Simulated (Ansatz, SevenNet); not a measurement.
For zinc-blende AlP, the machine-learned potential SevenNet-l3i5 (trained on PBE and PBE+U data) gives:

* **lattice parameter a**: 5.500 Å
* **zone-centre TO phonon frequency**: 394 cm⁻¹
* **elastic constant C11**: 120 GPa
* **elastic constant C44**: 57.3 GPa
* **Voigt–Reuss–Hill shear modulus**: 41.5 GPa

### Question
What does PBE0 (Ansatz, a first-principles code, PAW) give for the same quantities?

### Answer

- lattice constant a: 5.473 Å (decreases by 0.5 %)
- zone-centre TO phonon frequency: 445 cm⁻¹ (goes up by 13 %)
- elastic constant C11: 138 GPa (increases by 15 %)
- elastic constant C44: 66.1 GPa (increases by 15 %)
- Voigt–Reuss–Hill shear modulus: 51.3 GPa (increases by 24 %)

For comparison: lattice constant a 5.451 Å (measured, static lattice: zero-point anharmonic expansion removed; as tabulated in Mejia-Rodriguez and Trickey (2018), arXiv:1807.09216).

Changes are worked out from the printed values.

Unless a cell is named, each level is at its own relaxed cell (SevenNet-l3i5 20.80, PBE0 20.49 Å³/atom).

Ansatz's density-functional and Hartree–Fock values are scalar-relativistic unless marked +SOC, with PAW data made under PBE.
